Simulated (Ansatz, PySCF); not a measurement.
The pair A = H2O (SMILES O) (first 3 atoms), B = CH4O (SMILES CO); geometry from S66by8 set.
(charge 0, multiplicity 1):
```xyz
9

O     -2.011     0.080     0.125
H     -2.428     0.879     0.451
H     -1.082     0.190     0.366
O      0.875     0.176     0.515
H      1.243    -0.396     1.192
C      1.340    -0.296    -0.747
H      0.909     0.355    -1.500
H      2.426    -0.245    -0.822
H      1.011    -1.316    -0.946
```

Cores are frozen in the correlated methods. Rows in 6-31G* carry no dispersion term and start afresh at each structure (6-31G* with six Cartesian d functions). MP2/6-31G* freezes PySCF's default core.

Programs: Ansatz (Gaussian orbitals); PySCF for 6-31G* rows. Each number belongs to the level named beside it.

Total energies (hartree), monomers frozen at their geometry in the pair:

```json
[
 {"structure": "AB", "B3LYP/def2-TZVPPD": "-192.2573203", "MP2/6-31G*": "-191.5543598", "CCSD(T)/aug-cc-pVDZ": "-191.7386055"},
 {"structure": "A in the pair's basis", "B3LYP/def2-TZVPPD": "-76.4694084", "MP2/6-31G*": "-76.1977737", "CCSD(T)/aug-cc-pVDZ": "-76.2744896"},
 {"structure": "B in the pair's basis", "B3LYP/def2-TZVPPD": "-115.7804412", "MP2/6-31G*": "-115.3483709", "CCSD(T)/aug-cc-pVDZ": "-115.4562099"},
 {"structure": "A", "B3LYP/def2-TZVPPD": "-76.4693778", "MP2/6-31G*": "-76.1967288", "CCSD(T)/aug-cc-pVDZ": "-76.2738325"},
 {"structure": "B", "B3LYP/def2-TZVPPD": "-115.7804019", "MP2/6-31G*": "-115.3459334", "CCSD(T)/aug-cc-pVDZ": "-115.4551912"}
]
```

Q: Work out the interaction energy without and with the counterpoise correction, and the superposition error, for each level.

A: 
E(AB) − E(A) − E(B), times 627.509 kcal/mol, with the monomers in their own basis and then in the pair's basis:
- B3LYP/def2-TZVPPD: -4.73 uncorrected, -4.69 corrected; the monomers gain 0.04 kcal/mol from borrowed functions
- MP2/6-31G*: -7.34 uncorrected, -5.16 corrected; the monomers gain 2.19 kcal/mol from borrowed functions
- CCSD(T)/aug-cc-pVDZ: -6.01 uncorrected, -4.96 corrected; the monomers gain 1.05 kcal/mol from borrowed functions

Ansatz is a first-principles code.
